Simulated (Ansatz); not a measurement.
**CH4MgO (SMILES C[O][MgH]): single points off equilibrium**

One table from this session's results is given with a row withheld; the runs are named, their logs left out.

Computed with Ansatz 0.2.0, Gaussian basis. Level: single points in def2-TZVPP.

Cores are frozen in the correlated methods. The outer core shell of Li, Na, Mg and K is correlated. B3LYP uses VWN-RPA correlation.

## The starting structure

SMILES `C[O][MgH]`, 7 atoms, charge 0, spin multiplicity 1.

Atoms are counted from 1 here; the program's logs count them from 0.

Bond lengths: C1–O2 1.400 Å, C1–H4 0.959 Å, C1–H5 1.234 Å, C1–H6 1.120 Å, O2–Mg3 1.700 Å, Mg3–H7 1.416 Å. Angles: O2–C1–H4 111.8°, O2–C1–H5 107.9°, O2–C1–H6 114.3°, H4–C1–H5 107.4°, H4–C1–H6 110.2°, H5–C1–H6 104.7°, C1–O2–Mg3 175.2°, O2–Mg3–H7 172.5°.

Geometry (Å):

```
C    -0.65770    0.89250   -0.12710
O     0.13460   -0.25910   -0.05760
Mg    1.06320   -1.66520    0.16590
H    -0.78700    1.18150   -1.03200
H    -0.06630    1.79650    0.46900
H    -1.64440    0.80590    0.39610
H     1.96910   -2.75020    0.25440
```

The first run:

The input, run/in.yaml:

```yaml
crystal:
  periodic: [false, false, false]
  atoms:
    - {symbol: C, position_ang: [-0.657700, 0.892500, -0.127100]}
    - {symbol: O, position_ang: [0.134600, -0.259100, -0.057600]}
    - {symbol: Mg, position_ang: [1.063200, -1.665200, 0.165900]}
    - {symbol: H, position_ang: [-0.787000, 1.181500, -1.032000]}
    - {symbol: H, position_ang: [-0.066300, 1.796500, 0.469000]}
    - {symbol: H, position_ang: [-1.644400, 0.805900, 0.396100]}
    - {symbol: H, position_ang: [1.969100, -2.750200, 0.254400]}
basis:
  gaussian: {orbitals: def2-TZVPP}
correlation: {method: ccsd_t}
output: {forces: true}
```

The command line of these runs was not kept.

Among the steps run: CCSD(T)/def2-TZVPP; PBE0-D4/def2-TZVPP; wB97M-V/def2-TZVPP; r2SCAN-D4/def2-TZVPP; PBE-D4/def2-TZVPP; SPW92/def2-TZVPP; B3LYP-D4/def2-TZVPP.

One table of the session follows, with a row left open; its other results are not shown here.

| method | RMS force component (eV/Å) | angle to CCSD(T) forces (°) | dipole (D) |
| --- | --- | --- | --- |
| CCSD(T) | 2.685 | reference | 0.58 |
| PBE0-D4 | 2.741 | 2.6 | 0.56 |
| wB97M-V | ? | ? | ? |
| r2SCAN-D4 | 2.694 | 1.4 | 0.57 |
| PBE-D4 | 2.689 | 2.8 | 0.52 |
| SPW92 | 2.758 | 4.9 | 0.50 |
| B3LYP-D4 | 2.651 | 0.7 | 0.56 |

Q: Estimate the row for wB97M-V from the others.

The run gave: RMS force component (eV/Å): 2.675; angle to CCSD(T) forces (°): 1.0; dipole (D): 0.57. In the column «RMS force component (eV/Å)» it lies between B3LYP-D4 (2.651) and CCSD(T) (2.685).
